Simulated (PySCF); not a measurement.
propyne (C3H4), SMILES C#CC. Atoms are numbered in the order given.

```xyz
7

C      0.0000     0.0000    -1.2416
C      0.0000     0.0000     0.2209
C      0.0000     0.0000     1.4192
H      0.8854     0.5112    -1.6253
H     -0.8854     0.5112    -1.6253
H      0.0000    -1.0224    -1.6253
H      0.0000     0.0000     2.4846
```

Geometry optimised at ωB97X-D3(BJ)/def2-TZVP.

Two levels are set side by side: PBE/pcSseg-2 (PySCF) and PBE0/pcSseg-2 (PySCF). GIAO shifts against TMS (¹H), TMS (¹³C) at the same level; non-relativistic, no solvent, atoms listed together averaged. Differences are taken from unrounded values.

| quantity | PBE0 | PBE | PBE minus PBE0 |
|---|---|---|---|
| δ(¹³C) of C1 (ppm) | 4.8 | 4.7 | 0.0 |
| δ(¹³C) of C2 (ppm) | 86.6 | 85.2 | -1.4 |
| δ(¹³C) of C3 (ppm) | 74.3 | 70.8 | -3.5 |
| δ(¹H) of H4, H5, H6 (ppm) | 1.84 | 1.89 | 0.05 |
| δ(¹H) of H7 (ppm) | 1.41 | 1.25 | -0.16 |

Rough cost on one machine, each run with all the roots and properties that it gave: PBE0 against PBE within a factor of 2.
